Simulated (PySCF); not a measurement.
Basis and Hamiltonian dependence of the ionisation energy of Ar

Ar [Ar] (1S) → Ar⁺ [Ne] 3s2 3p5 (2P). All values are computed (PySCF 2.14, energy differences of UHF-based or UKS calculations, no spin-orbit coupling). Values in eV.

| basis | Hamiltonian | functions | UHF | LDA | PBE0 | MP2 (valence) | CCSD(T) (valence) | CCSD(T) (valence and next inner shell) |
| --- | --- | --- | --- | --- | --- | --- | --- | --- |
| x2c-SVPall | spin-free X2C | 18 | 14.589 | n/a | n/a | 15.325 | 15.180 | n/a |
| cc-pV(D+d)Z | non-relativistic | 23 | 14.670 | 15.967 | n/a | 15.431 | 15.275 | n/a |
| jorge-DZP-DKH | spin-free X2C | 24 | 14.644 | n/a | n/a | 15.433 | 15.289 | n/a |
| def2-TZVP | non-relativistic | 37 | 14.573 | 15.985 | n/a | 15.682 | 15.538 | n/a |
| x2c-TZVPPall | spin-free X2C | 42 | 14.556 | 15.962 | 15.694 | 15.671 | 15.530 | 15.535 |
| aug-cc-pVTZ-DK | spin-free X2C | 50 | 14.548 | 15.984 | 15.708 | 15.724 | 15.597 | n/a |
| dyall-av2z | non-relativistic | 50 | 14.677 | 16.074 | 15.805 | 15.665 | 15.530 | n/a |
| x2c-TZVPPall with one added diffuse shell each of s, p, d type | spin-free X2C | 51 | 14.553 | 15.989 | 15.713 | 15.697 | 15.562 | 15.567 |
| dyall-av3z | non-relativistic | 84 | 14.557 | 15.993 | 15.717 | 15.733 | 15.604 | n/a |
| aug-cc-pVQZ-DK | spin-free X2C | 84 | 14.532 | 15.975 | 15.698 | 15.827 | 15.721 | n/a |
| aug-cc-pV(Q+d)Z | non-relativistic | 89 | 14.549 | 15.992 | 15.715 | 15.847 | 15.739 | n/a |
| aug-cc-pCVTZ-DK with one added diffuse shell each of s, p, d, f type | spin-free X2C | 91 | 14.537 | 15.978 | 15.702 | 15.728 | 15.593 | 15.606 |
| dyall-acv3z | non-relativistic | 113 | 14.549 | 15.989 | 15.713 | 15.738 | 15.603 | n/a |
| dyall-acv3z | spin-free X2C | 113 | 14.529 | 15.971 | 15.694 | 15.721 | 15.587 | n/a |

Extrapolation of CCSD(T) (valence) from aug-cc-pVTZ-DK and aug-cc-pVQZ-DK: the correlation parts are 1.049 and 1.189 eV; with the X⁻³ form and unrounded values, (4³ × 1.189 − 3³ × 1.049)/(4³ − 3³) = 1.292 eV, and adding the Hartree-Fock value 14.532 eV of the larger basis gives 15.824 eV.

Frozen in the all-electron rows: valence: [Ne]; valence and next inner shell: 1s2.

Reference for a calculation without spin-orbit coupling: 15.819 eV (measured, between term centres; NIST).
